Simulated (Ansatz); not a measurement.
A nudged elastic band was laid between two geometries of C₃H₆OS (11 atoms, charge 0, multiplicity 1).

All numbers below come from Ansatz 0.2.0, RHF/def2-SVP.

```json
{
 "movable images": "9",
 "climbing image": "yes",
 "spring": "5.0 eV/Å²",
 "optimiser": "quadratic models (default)",
 "start path": "IDPP",
 "force threshold": "0.03 eV/Å",
 "iteration limit": "60",
 "end points": "relaxed"
}
```

Image 0:

```xyz
11
Properties=species:S:1:pos:R:3
S -1.790 1.021 -0.104
C -0.109 0.447 0.256
C -0.020 -0.982 0.817
O 0.891 -1.355 -0.190
C 0.760 -0.129 -0.874
H -1.483 2.265 -0.478
H 0.404 1.181 0.872
H -0.950 -1.552 0.765
H 0.397 -1.075 1.820
H 1.721 0.363 -1.035
H 0.244 -0.239 -1.829
```

Image 10:

```xyz
11
Properties=species:S:1:pos:R:3
S -1.502 1.533 0.102
C 0.005 0.575 0.368
C -0.061 -0.915 0.739
O 0.856 -1.234 -0.283
C 0.840 0.070 -0.819
H -2.093 0.705 -0.763
H 0.590 1.160 1.075
H -1.038 -1.378 0.579
H 0.302 -1.184 1.731
H 1.838 0.495 -0.926
H 0.329 0.115 -1.783
```

**Question.** What changes between the two ends?

**Answer.** No bond is made or broken. The dihedral H6–S1–C2–C5 goes from -86 to 51°.

**Question.** Give the energies along the band, and the barrier.

**Answer.** The forces met the threshold. The highest image is number 5 of 0 to 10, 0.089 eV above the first end and 0.115 eV above the last; the last end lies 0.025 eV below the first. A vibrational analysis at the climbing image gives one clearly imaginary mode, 247i cm⁻¹: a first-order saddle point.

```tsv
image	path coordinate (Å)	energy (eV)	dihedral H6–S1–C2–C5 (°)
0	0.00	0.000	-86
1	0.25	0.005	-76
2	0.50	0.023	-62
3	0.75	0.050	-48
4	1.00	0.078	-32
5	1.25	0.089	-16
6	1.49	0.077	-1
7	1.74	0.047	14
8	1.98	0.011	28
9	2.22	-0.015	40
10	2.46	-0.025	51
```

**Question.** What is the geometry of the highest image?

**Answer.** 
```xyz
11
Properties=species:S:1:pos:R:3
S -1.707 1.252 0.214
C -0.080 0.465 0.441
C -0.032 -1.043 0.737
O 0.876 -1.252 -0.322
C 0.752 0.069 -0.789
H -1.566 1.601 -1.065
H 0.489 1.051 1.159
H -0.979 -1.561 0.578
H 0.383 -1.331 1.704
H 1.715 0.571 -0.896
H 0.216 0.120 -1.740
```

**Question.** What are the harmonic wavenumbers there?

**Answer.** 247i, 97, 314, 385, 635, 922, 962, 966, 1055, 1132, 1162, 1191, 1204, 1266, 1293, 1382, 1401, 1436, 1522, 1628, 1654, 2874, 3198, 3213, 3257, 3268, 3281 cm⁻¹.

Time of the run: 110 s on 1 thread of Intel(R) Xeon(R) 6975P-C (Granite Rapids), with other jobs on the host, peak memory 0.22 GiB.
